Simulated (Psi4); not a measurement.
**AQCC/6-31G(d,p) (density fitting, Cartesian functions) run of [PO3]− (metaphosphate (po31-) (8ci,9ci))**

What is the energy difference between two shapes of [PO3]− (metaphosphate (po31-) (8ci,9ci)) at AQCC/6-31G** (density fitting, Cartesian functions)? 

The results are computed with Psi4 1.11.

3 further runs of the same task are left out: 1 that didn't finish, 2 set aside as unsound or not needed.

## 1. The molecule

[PO3]− has 4 atoms, charge -1, and is taken as a singlet. As SMILES, `O=P(=O)[O-]`. The shape is that of a GFN2-xTB optimisation.

Bond lengths: O1–P2 1.482 Å, P2–O3 1.482 Å, P2–O4 1.482 Å. Angles: O1–P2–O3 120.0°, O1–P2–O4 120.0°, O3–P2–O4 120.0°.

## 2. A single-point energy at AQCC/6-31G(d,p) (density fitting, Cartesian functions)

job.in reads:

```
memory 1.6 GB

molecule system {
  -1 1
  O      1.09596556    -0.79262673    -2.45173067
  P      0.00062361     0.00086927    -0.00024566
  O     -1.99747831     1.96111998     0.07184739
  O      0.90090803    -1.16934363     2.38012895
  units au
}

set {
  basis 6-31G**
}

result, w = energy("aqcc", return_wfn=True)
```

The run is started by

```sh
$ psi4 -n 1 job.in job.out
```

job.out:

```text
[...]
  Running in c1 symmetry.
[...]
  Nuclear repulsion =  168.141609835801773
[...]
  Multiplicity = 1
[...]
  Nalpha       = 20
  Nbeta        = 20
[...]
    Number of basis functions: 64
[...]
   @RHF iter   1:  -565.20103925591366   -7.69179e-01   1.15888e-02 ADIIS/DIIS
[...]
   @RHF iter  11:  -565.40710056163596   -5.68434e-13   2.39073e-09 DIIS
[...]
    Orbital Energies [Eh]
    ---------------------
    Doubly Occupied:
       1A    -79.850624     2A    -20.329360     3A    -20.329339
       4A    -20.329266     5A     -7.383070     6A     -5.282815
       7A     -5.278762     8A     -5.278751     9A     -1.162255
      10A     -1.074475    11A     -1.074253    12A     -0.495236
      13A     -0.392244    14A     -0.392235    15A     -0.377057
      16A     -0.292716    17A     -0.292703    18A     -0.258040
      19A     -0.257895    20A     -0.221645
[...]
  @RHF Final Energy:  -565.40710056163596
   => Energetics <=
    Nuclear Repulsion Energy =            168.1416098358017734
    One-Electron Energy =               -1126.3919405176629880
    Two-Electron Energy =                 392.8432301202252575
    Total Energy =                       -565.4071005616359571
[...]
 Multipole Moments:
 ------------------------------------------------------------------------------------
     Multipole            Electronic (a.u.)      Nuclear  (a.u.)        Total (a.u.)
 ------------------------------------------------------------------------------------
 L = 1.  Multiply by 2.5417464519 to convert [e a0] to [Debye]
 Dipole X            :          0.0012903           -0.0002466            0.0010437
 Dipole Y            :          0.0023711           -0.0003445            0.0020266
 Dipole Z            :         -0.0013395            0.0000979           -0.0012416
 Magnitude           :                                                    0.0025958
[...]
      * SCS-MP2 total energy:                 -566.050713217237
[...]
      * MP2 total energy:                     -566.081531872562
[...]
```

Run time: 11 s. Hardware: 1 thread of Intel Xeon Platinum 8488C (Sapphire Rapids), shared host; peak memory 0.31 GiB.

## 3. The distorted shape

o3p.xyz reads:

```xyz
4
O3P
O      0.576143    -0.427572    -1.280938
P     -0.005381     0.029088    -0.001657
O     -1.089474     1.013725     0.027567
O      0.495700    -0.639589     1.277728
```

job.py reads:

```python
import psi4

psi4.set_memory(1600000000)
psi4.set_num_threads(1)
psi4.set_output_file('output.dat', False)

with open('o3p.xyz') as f:
    atoms = ''.join(f.readlines()[2:])
geom = psi4.geometry('-1 1\n' + atoms + '')

psi4.set_options({
    'basis': '6-31G**',
    'reference': 'rhf',
})

energy_value, wavefunction = psi4.energy("aqcc", return_wfn=True)
print(f'aqcc energy: {energy_value:.10f} Eh')
for k, v in sorted(psi4.core.scalar_variables().items()):
    print(f'{k:45s} {v:18.10f}')
```

The run is started by

```sh
$ python job.py
```

output.dat:

```text
[...]
  Running in c1 symmetry.
[...]
  Nuclear repulsion =  167.266733659385608
[...]
  Multiplicity = 1
[...]
  Nalpha       = 20
  Nbeta        = 20
[...]
    Number of basis functions: 64
[...]
   @RHF iter   1:  -565.19413043475333   -8.07847e-01   1.16300e-02 ADIIS/DIIS
[...]
   @RHF iter  12:  -565.40289113368635   -7.61702e-12   6.60806e-09 DIIS
[...]
    Orbital Energies [Eh]
    ---------------------
    Doubly Occupied:
       1A    -79.854612     2A    -20.338013     3A    -20.330072
       4A    -20.325738     5A     -7.386280     6A     -5.286075
       7A     -5.282367     8A     -5.281471     9A     -1.162393
      10A     -1.083589    11A     -1.058771    12A     -0.497078
      13A     -0.393454    14A     -0.390678    15A     -0.376736
      16A     -0.291498    17A     -0.291028    18A     -0.265039
      19A     -0.248758    20A     -0.221277
[...]
  @RHF Final Energy:  -565.40289113368635
   => Energetics <=
    Nuclear Repulsion Energy =            167.2667336593856078
    One-Electron Energy =               -1124.6093940496593859
    Two-Electron Energy =                 391.9397692565873967
    Total Energy =                       -565.4028911336863530
[...]
 Multipole Moments:
 ------------------------------------------------------------------------------------
     Multipole            Electronic (a.u.)      Nuclear  (a.u.)        Total (a.u.)
 ------------------------------------------------------------------------------------
 L = 1.  Multiply by 2.5417464519 to convert [e a0] to [Debye]
 Dipole X            :         -0.0442730           -0.0002801           -0.0445531
 Dipole Y            :          0.2088873           -0.0264892            0.1823981
 Dipole Z            :         -0.0836342            0.0055215           -0.0781127
 Magnitude           :                                                    0.2033608
[...]
      * SCS-MP2 total energy:                 -566.048734398754
[...]
      * MP2 total energy:                     -566.079681407537
[...]
```

On the terminal:

```text
aqcc energy: -566.0801003588 Eh
AQCC CORRELATION ENERGY                            -0.6772092251
AQCC DOUBLES ENERGY                                -0.6772092246
AQCC OPPOSITE-SPIN CORRELATION ENERGY              -0.5135917913
AQCC SAME-SPIN CORRELATION ENERGY                  -0.1636174333
AQCC SINGLES ENERGY                                 0.0000000000
AQCC TOTAL ENERGY                                -566.0801003588
CURRENT CORRELATION ENERGY                         -0.6772092251
CURRENT ENERGY                                   -566.0801003588
CURRENT REFERENCE ENERGY                         -565.4028911337
DD SOLVATION ENERGY                                 0.0000000000
HF KINETIC ENERGY                                 564.3743053363
HF POTENTIAL ENERGY                             -1129.7771964700
HF TOTAL ENERGY                                  -565.4028911337
HF VIRIAL RATIO                                     2.0018225241
MP2 CORRELATION ENERGY                             -0.6767902739
MP2 DOUBLES ENERGY                                 -0.6767902739
MP2 OPPOSITE-SPIN CORRELATION ENERGY               -0.4848998159
MP2 SAME-SPIN CORRELATION ENERGY                   -0.1918904579
MP2 SINGLES ENERGY                                  0.0000000000
MP2 TOTAL ENERGY                                 -566.0796814075
NUCLEAR REPULSION ENERGY                          167.2667336594
ONE-ELECTRON ENERGY                             -1124.6093940497
PCM POLARIZATION ENERGY                             0.0000000000
PE ENERGY                                           0.0000000000
SCF ITERATION ENERGY                             -565.4028911337
SCF ITERATIONS                                     12.0000000000
SCF TOTAL ENERGY                                 -565.4028911337
TWO-ELECTRON ENERGY                               391.9397692566
```

Wall time 11 s (1 thread of Intel Xeon Platinum 8488C (Sapphire Rapids), shared host); peak memory 0.31 GiB.

## 4. Results

At AQCC/6-31G** (density fitting, Cartesian functions):

| quantity | value |
| --- | --- |
| first shape: total energy | -566.08221 Eh |
| first shape: HOMO energy (Hartree–Fock orbitals) | -6.03 eV |
| first shape: LUMO energy (Hartree–Fock orbitals) | 9.41 eV |
| first shape: HOMO–LUMO gap (to an unbound level, set by the basis) | 15.45 eV |
| first shape: correlation energy | -675.1 mEh |
| distorted shape: total energy | -566.08010 Eh |
| distorted shape: HOMO energy (Hartree–Fock orbitals) | -6.02 eV |
| distorted shape: LUMO energy (Hartree–Fock orbitals) | 9.21 eV |
| distorted shape: HOMO–LUMO gap (to an unbound level, set by the basis) | 15.23 eV |
| distorted shape: correlation energy | -677.2 mEh |
| energy change with the atoms displaced | 0.058 eV |

In words: With the atoms displaced the energy rises by 0.06 eV (1.3 kcal/mol). The first shape isn't relaxed at this level, so the change isn't measured from a minimum.
